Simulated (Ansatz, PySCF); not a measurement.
System: C$_{2}$H$_{2}$Cl (charge 0, doublet). It need not be the lowest isomer of its formula. 
Geometry from a B3LYP-D3(BJ)/def2-TZVP (Ansatz, an electronic-structure program) optimisation:
```xyz
5

C      0.0924     0.6987    -0.0099
C      1.3520     1.0534    -0.0189
Cl    -0.7322    -0.7609     0.0128
H      2.1572     0.3219    -0.0114
H      1.6238     2.1015    -0.0342
```
Charge 0, spin multiplicity 2.

Total electronic energies in hartree. Cores are frozen in the correlated levels unless marked. Open shells are spin-unrestricted. Spin-orbit coupling is left out. Non-relativistic. CBS marks a two-point X^-3 extrapolation of the correlation energy; Hartree-Fock from the larger set. [CCSD(T)-MP2]/basis is that difference in the basis named.

The UHF reference is spin-contaminated (<S^2> 0.21 over the pure value in the largest basis). 

| level | program | energy (Eh) |
|---|---|---|
| HF/6-31G | Ansatz | -536.23597 |
| HF-D4/def2-TZVPD | PySCF + dftd4 | -536.36451 |
| BP86-D3(BJ)/def2-TZVPD | PySCF + dftd3 | -537.60280 |
| TPSS/def2-TZVPD | PySCF | -537.59226 |
| TPSS-D3(BJ)/def2-TZVPD | PySCF + dftd3 | -537.59594 |
| TPSS-D4/def2-TZVPD | PySCF + dftd4 | -537.59597 |
| M06-L/def2-TZVPD | PySCF | -537.53489 |
| PBE0-D3(BJ)/def2-TZVPD | Ansatz + dftd3 | -537.30772 |
| PBE0/def2-TZVP | Ansatz | -537.30434 |
| PBE0/def2-QZVPP | Ansatz | -537.32285 |
| BHLYP/def2-TZVPD | Ansatz | (withheld) |
| HSE06-D3(BJ)/def2-TZVPD | Ansatz + dftd3 | (withheld) |
| CAM-B3LYP-D3(BJ)/def2-TZVPD | Ansatz + dftd3 | -537.52223 |
| PBE-QIDH/def2-TZVPD | Ansatz | -537.20007 |
| RPA@PBE/cc-pV(T+d)Z | Ansatz | -537.13103 |
| MP2/STO-3G | Ansatz | -530.52402 |
| MP2/cc-pV(D+d)Z | Ansatz | -536.68783 |
| RI-MP2/aug-cc-pV(T+d)Z | Ansatz | -536.83611 |
| SCS-MP2/6-31G* | Ansatz | -536.62760 |
| CCSD(T)/6-31G | Ansatz | -536.46429 |
| CCSD(T)/cc-pwCVTZ | Ansatz | -536.90206 |
| CCSD(T) with core electrons (1s frozen past Ne)/cc-pwCVTZ | Ansatz | -537.27227 |
| RI-MP2/CBS(cc-pV(T+d)Z,cc-pV(Q+d)Z)+[CCSD(T)-MP2]/cc-pV(T+d)Z | Ansatz | -536.9673 |

What belongs in the gaps?


- BHLYP/def2-TZVPD, energy (Eh): -537.50271
- HSE06-D3(BJ)/def2-TZVPD, energy (Eh): -537.29491
